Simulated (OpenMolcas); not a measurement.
# C2H2N2S (SMILES c1nncs1) at RGE2/def2-SVP

What is the vertical electron affinity of C2H2N2S at RGE2/def2-SVP? 

The calculation is run with OpenMolcas 26.06.

## (1) Starting point

C2H2N2S: 7 atoms, total charge 0, spin state singlet. As SMILES, `c1nncs1`. Geometry: relaxed at GFN2-xTB.

Bond lengths: C1–N2 1.281 Å, N2–N3 1.324 Å, N3–C4 1.281 Å, C1–S5 1.738 Å, C4–S5 1.738 Å, C1–H6 1.071 Å, C4–H7 1.071 Å. Angles: C1–N2–N3 113.5°, N2–C1–S5 114.0°, N2–N3–C4 113.5°, N3–C4–S5 114.0°, C1–S5–C4 84.9°, N2–C1–H6 123.9°, S5–C1–H6 122.1°, N3–C4–H7 124.0°, S5–C4–H7 122.0°.

## (2) A single-point energy at RGE2/def2-SVP

Contents of geom.xyz:

```xyz
7

C     -0.450460     0.683410     0.846170
N     -1.236620    -0.120030     0.232690
N     -0.633370    -0.842260    -0.698210
C      0.618870    -0.595980    -0.804880
S      1.197900     0.615770     0.298310
H     -0.763510     1.343440     1.629030
H      1.267190    -1.084350    -1.503110
```

Contents of job.inp:

```
* C2H2N2S Kohn-Sham DFT

&GATEWAY
  BASLIB = $CurrDir
  COORD = geom.xyz
  BASIS = def2-SVP
  GROUP = NoSym

&SEWARD

&SCF
  KSDFT = RGE2
  PRORBITALS = 0
```

The basis set def2-SVP is read from a file made from the Basis Set Exchange's data (not shown).

Run with:

```
$ export MOLCAS_MEM=1860
$ pymolcas job.inp > job.log
```

Standard output, cut to the lines that bear on the results:

```text
--- Start Module: gateway ---
[...]
--- Stop Module: gateway /rc=_RC_ALL_IS_WELL_ ---
--- Start Module: seward ---
[...]
      Basis functions           84
--- Stop Module: seward /rc=_RC_ALL_IS_WELL_ ---
[...]
--- Start Module: scf ---
[...]
       Convergence after  17 Iterations
[...]
::    Total KS-DFT energy                            -583.3253884151
[...]
      Total spin, S                                     0.0000000000
[...]
      Total electronic charge=   44.000000
      Total            charge=   -0.000000
[...]
      Dipole Moment (debye):
      Origin of the operator (angstrom)=    0.1703    0.0875    0.0423
                   X=  2.4889E+00               Y=  1.2800E+00               Z=  6.2028E-01           Total=  2.8667E+00
      Quadrupole Moment (debye*angstrom):
[...]
--- Stop Module: scf /rc=_RC_ALL_IS_WELL_ ---
[...]
```

It took 9.9 s on 1 thread of Arm Neoverse V2, shared host; peak memory 0.46 GiB.

## (3) The doublet anion at the same level

geom.xyz is that of step 2.

Contents of job.inp:

```
&GATEWAY
BASLIB = $CurrDir
COORD = geom.xyz
BASIS = def2-SVP
GROUP = NoSym
&SEWARD
&SCF
UHF
CHARGE = -1
SPIN = 2
KSDFT = RGE2
PRORBITALS = 0
```

The basis set def2-SVP is read from a file made from the Basis Set Exchange's data (not shown).

Run with:

```
$ export MOLCAS_MEM=1860
$ pymolcas job.inp > job.log
```

Standard output, cut to the lines that bear on the results:

```text
--- Start Module: gateway ---
[...]
--- Stop Module: gateway /rc=_RC_ALL_IS_WELL_ ---
--- Start Module: seward ---
[...]
      Basis functions           84
--- Stop Module: seward /rc=_RC_ALL_IS_WELL_ ---
[...]
--- Start Module: scf ---
[...]
       Convergence after  20 Iterations
[...]
::    Total KS-DFT energy                            -583.2829646498
[...]
      Total spin, S                                     0.5016922987
[...]
      Total electronic charge=   45.000000
      Total            charge=   -1.000000
[...]
      Dipole Moment (debye):
      Origin of the operator (angstrom)=    0.1703    0.0875    0.0423
                   X=  2.1992E+00               Y=  1.1295E+00               Z=  5.4913E-01           Total=  2.5325E+00
      Center of Charge (angstrom)
[...]
--- Stop Module: scf /rc=_RC_ALL_IS_WELL_ ---
[...]
```

Run time: 14 s. Hardware: 1 thread of Arm Neoverse V2, shared host; peak memory 0.46 GiB.

## (4) What came out

Level: RGE2/def2-SVP.

| quantity | value |
| --- | --- |
| singlet C2H2N2S: total energy | -583.32539 Eh |
| singlet C2H2N2S: dipole moment | 2.87 D |
| singlet C2H2N2S: HOMO energy | -5.86 eV |
| singlet C2H2N2S: LUMO energy | -2.10 eV |
| singlet C2H2N2S: HOMO–LUMO gap | 3.76 eV |
| doublet anion: total energy | -583.28296 Eh |
| doublet anion: HOMO energy (highest over α and β) | 4.40 eV |
| doublet anion: LUMO energy (lowest over α and β) | 5.13 eV |
| doublet anion: ⟨S²⟩ | 0.753 |
| vertical electron affinity (to the doublet anion) | -1.154 eV |

In words: The anion lies 1.15 eV (27 kcal/mol) above the neutral: the electron isn't bound at this level, and such a value depends on the basis. Without diffuse functions anions come out too high. Mulliken charges (singlet C2H2N2S) run from -0.08 on N2 to +0.07 on H6. Mulliken charges (doublet anion) run from -0.21 on S5 to -0.06 on H7; they depend strongly on the basis. The HOMO (doublet anion) lies at positive energy, 4.40 eV, as semi-local functionals often give for anions; only total energies tell whether the electron is bound.
